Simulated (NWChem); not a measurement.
Program: NWChem. System: P (+1), charge 1, spin multiplicity 3. Its SCF solution wasn't tested for a lower state. Level: G0W0@UPBE/def2-TZVP, RI basis def2-tzvp-rifit.

The NWChem input:

```
start mol
memory heap 200 mb stack 700 mb global 1700 mb
charge 1
geometry units angstroms nocenter noautoz
  P      0.000000     0.000000     0.000000
  symmetry group D2h
end
basis spherical
  * library def2-tzvp
end
basis "ri basis" bse spherical
  * library def2-tzvp-rifit
end
dft
  xc xpbe96 cpbe96
  odft
  mult 3
  iterations 100
  direct
  tolerances tight
end
task dft energy
gw
  states alpha occ 4 vir 2
  states beta occ 4 vir 2
end
task dft gw
```

Output (cleaned and shortened):

```
             Northwest Computational Chemistry Package (NWChem) 7.3.0
             --------------------------------------------------------

                                NWChem Input Module
                                -------------------

 Scaling coordinates for geometry "geometry" by  1.889725989
 (inverse scale =  0.529177249)

                             Geometry "geometry" -> ""
                             -------------------------

 Output coordinates in angstroms (scale by  1.889725989 to convert to a.u.)

  No.       Tag          Charge          X              Y              Z
 ---- ---------------- ---------- -------------- -------------- --------------
    1 P                   15.0000     0.00000000     0.00000000     0.00000000

 Effective nuclear repulsion energy (a.u.)       0.0000000000

            Nuclear Dipole moment (a.u.)
            ----------------------------
        X                 Y               Z
 ---------------- ---------------- ----------------
     0.0000000000     0.0000000000     0.0000000000

      Symmetry information
      --------------------

 Group name             D2h
 Group number             26
 Group order               8
 No. of unique centers     1

      Symmetry unique atoms

     1


 Summary of "ao basis" -> "" (spherical)
 ------------------------------------------------------------------------------
       Tag                 Description            Shells   Functions and Types
 ---------------- ------------------------------  ------  ---------------------
 *                         def2-tzvp                  on all atoms

 new library libraries.bse/

 Summary of "ri basis" -> "" (spherical)
 ------------------------------------------------------------------------------
       Tag                 Description            Shells   Functions and Types
 ---------------- ------------------------------  ------  ---------------------
 *                      def2-tzvp-rifit               on all atoms

  pbe96 is a nonlocal functional; adding pw91lda local functional.

                                 NWChem DFT Module
                                 -----------------

 Summary of "ao basis" -> "ao basis" (spherical)
 ------------------------------------------------------------------------------
       Tag                 Description            Shells   Functions and Types
 ---------------- ------------------------------  ------  ---------------------
 P                         def2-tzvp                13       37   5s5p2d1f

 Summary of "ao basis" -> "ao basis" (spherical)
 ------------------------------------------------------------------------------
       Tag                 Description            Shells   Functions and Types
 ---------------- ------------------------------  ------  ---------------------
 P                         def2-tzvp                13       37   5s5p2d1f

      Symmetry analysis of basis
      --------------------------

        ag          9
        au          1
        b1g         2
        b1u         7
        b2g         2
        b2u         7
        b3g         2
        b3u         7

            General Information
            -------------------
          SCF calculation type: DFT
          Wavefunction type:  spin polarized.
          No. of atoms     :     1
          No. of electrons :    14
           Alpha electrons :     8
            Beta electrons :     6
          Charge           :     1
          Spin multiplicity:     3
          Use of symmetry is: on ; symmetry adaption is: on
[...]
   Bfn.  Coefficient  Atom+Function         Bfn.  Coefficient  Atom+Function
  ----- ------------  ---------------      ----- ------------  ---------------
     8      0.718513  1 P  pz                11      0.340362  1 P  pz
    14      0.074104  1 P  pz

 Vector    6  Occ=1.000000D+00  E=-8.036433D-01  Symmetry=ag
              MO Center=  6.7D-18, -1.8D-17,  5.1D-18, r^2= 1.1D+00
   Bfn.  Coefficient  Atom+Function         Bfn.  Coefficient  Atom+Function
  ----- ------------  ---------------      ----- ------------  ---------------
     4      0.832531  1 P  s                  3     -0.484485  1 P  s
     5      0.355546  1 P  s                  2      0.099376  1 P  s
     1      0.084753  1 P  s

 Vector    7  Occ=0.000000D+00  E=-5.081419D-01  Symmetry=b2u
              MO Center=  1.5D-31, -2.0D-18, -3.6D-31, r^2= 1.5D+00
   Bfn.  Coefficient  Atom+Function         Bfn.  Coefficient  Atom+Function
  ----- ------------  ---------------      ----- ------------  ---------------
    16      0.614404  1 P  py                13      0.270722  1 P  py
    19      0.261204  1 P  py                 7     -0.217671  1 P  py
    10     -0.094320  1 P  py

 Vector    8  Occ=0.000000D+00  E=-4.567326D-01  Symmetry=b3u
              MO Center= -1.3D-17,  7.3D-33,  2.2D-32, r^2= 1.6D+00
   Bfn.  Coefficient  Atom+Function         Bfn.  Coefficient  Atom+Function
  ----- ------------  ---------------      ----- ------------  ---------------
    15      0.585084  1 P  px                18      0.301696  1 P  px
    12      0.264690  1 P  px                 6     -0.214059  1 P  px
     9     -0.089510  1 P  px

 Vector    9  Occ=0.000000D+00  E=-4.567326D-01  Symmetry=b1u
              MO Center=  2.6D-31, -2.1D-31, -1.0D-17, r^2= 1.6D+00
   Bfn.  Coefficient  Atom+Function         Bfn.  Coefficient  Atom+Function
  ----- ------------  ---------------      ----- ------------  ---------------
    17      0.585084  1 P  pz                20      0.301696  1 P  pz
    14      0.264690  1 P  pz                 8     -0.214059  1 P  pz
    11     -0.089510  1 P  pz

   alpha - beta orbital overlaps
   -----------------------------

   alpha      1      2      3      4      5      6      7      8      9     10
    beta      1      2      3      5      4      6      8      9      7     15
 overlap   1.000  1.000  1.000  1.000  1.000  0.998  0.999  0.999  0.999  1.000

   alpha     11     12     13     14     15     16     17     18     19     20
    beta     14     11     12     10     17     18     13     16     20     21
 overlap   1.000  1.000  1.000  0.997  0.999  0.999  1.000  0.998  1.000  1.000

   alpha     21     22     23     24     25     26     27     28     29     30
    beta     23     22     19     29     30     28     27     25     26     24
 overlap   1.000  1.000  0.999  1.000  1.000  1.000  1.000  0.999  0.999  0.996

   alpha     31     32     33     34     35     36     37
    beta     32     33     31     34     35     36     37
 overlap   0.999  0.999  0.996  1.000  1.000  1.000  1.000

     --------------------------
     Expectation value of S2:
     --------------------------
      <S2> =      2.0034 (Exact =     2.0000)

 Task  times  cpu:        1.2s     wall:        1.2s

                                NWChem Input Module
                                -------------------

                                 NWChem GW Module
                                 ----------------

                             ***********************
                             ***        GW       ***
                             ***********************

 Summary of "ri basis" -> "ri basis" (spherical)
 ------------------------------------------------------------------------------
       Tag                 Description            Shells   Functions and Types
 ---------------- ------------------------------  ------  ---------------------
 P                      def2-tzvp-rifit             29      113   9s7p6d5f2g

                 Memory Information
                 ------------------
          Available GA per process is          1700.0 MBs
          Available stack per process is        700.0 MBs
          Available heap per process is           0.0 MBs

          Peak memory in Initialization
              Peak GA per process is                  0.7 MBs
              Peak stack per process is               0.0 MBs
              Peak heap per process is                0.8 MBs
              Memory not in MA per process            0.0 MBs

          Peak memory in AFF Calculation
              Peak GA per process is                  2.2 MBs
              Peak stack per process is               1.3 MBs
              Peak heap per process is                0.0 MBs
              Memory not in MA per process            1.3 MBs

          Computing 2-center integrals
          Computing Inverse Cholesky factor
          Computing 3-center integrals
          Computing V_xc ...

          Computing Sigma_x
          Computing RPA polarizability
          Solving quasiparticle equations

                  Alpha Orbitals
          State     Energy (eV)     Error (eV)
          -----------------------------------
@GW         5       -145.872           0.004
@GW         6        -27.035           0.005
@GW         7        -19.228           0.003
@GW         8        -19.228           0.003
@GW         9        -10.506           0.003
@GW        10          1.635           0.002

                   Beta Orbitals
          State     Energy (eV)     Error (eV)
          -----------------------------------
@GW         3       -146.052           0.004
@GW         4       -145.287           0.004
@GW         5       -145.287           0.004
@GW         6        -26.272           0.003
@GW         7         -9.528           0.002
@GW         8         -8.567           0.003

   Applying  -4.2360 eV scissor-shift to rest of particle states

   Applying   4.2232 eV scissor-shift to rest of hole states

   Applying  -4.4040 eV scissor-shift to rest of particle states

   Applying   4.2992 eV scissor-shift to rest of hole states

     GW Timing Statistics
   ------------------------
   Init.   :          0.0s
     ERIs  :          0.0s
     Distr.:          0.0s
     Vxc   :          0.0s
   Sigma_x :          0.0s
   RPA     :          0.0s
   Wmn     :          0.0s
   Sigma_c :          0.0s
   GW total:          0.1s

 Task  times  cpu:        0.1s     wall:        0.1s

 Total times  cpu:        1.4s     wall:        1.4s
```
